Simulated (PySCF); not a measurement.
**Gas-phase XPS of `N[SiH2]S`, computed**

Compound: H5NSSi.
Atom-mapped SMILES: `[NH2:1][SiH2:2][SH:3]`

Structure used (GFN2-xTB), in Å, numbered top down from 1:
```
atom  x, y, z in Å
N1    -0.897   -0.731    0.335
Si2    0.118    0.651    0.235
S3     1.393    0.302   -1.462
H4    -1.563   -0.799    1.086
H5    -1.282   -1.127   -0.509
H6    -0.482    1.943   -0.076
H7     0.914    0.669    1.453
H8     1.807   -0.897   -1.086
```

Computed with PySCF, delta-SCF UKS SCAN, pcX-2 on the ionised atom, pcseg-1 elsewhere, spin-free X2C. These are vertical core ionisation energies against the vacuum level, from separate self-consistent calculations with and without the core hole.

**Question.** List the computed XPS lines with their assignment.

**Answer.** 
```
atom(s)                environment     level  binding energy (eV)  2p1/2 (eV)  count
     N1     silicon-bound nitrogen      N 1s               404.92           –      1
    Si2               SiH2 silicon  Si 2p3/2               107.36      107.98      1
    Si2               SiH2 silicon     Si 1s              1847.25           –      1
     S3  sulfur bonded to Si and H      S 1s              2476.92           –      1
```

**Question.** Which photon wavelength matches the Si 2p3/2 of Si2 threshold?

**Answer.** λ = hc/E = 12398.42 eV Å / 107.36 eV = 115.485 Å.

**Question.** Which photon energy gives electrons from Si 2p3/2 of Si2 a kinetic energy of 20 eV, and what is their de Broglie wavelength?

**Answer.** hν = 107.36 + 20 = 127.36 eV, recoil neglected; λ = 12.264 Å/√(E/eV) = 2.74 Å.

Not every level is listed. 2p3/2 and 2p1/2 are the ΔSCF energy of one spin-free 2p hole plus the eigenvalues of a spin–orbit and ligand-field matrix of the shell. 2p1/2 minus 2p3/2 (ligand field included): Si 0.63 eV. One conformer (not necessarily the lowest) at the GFN2-xTB geometry, without solvent, vibrations or thermal averaging.
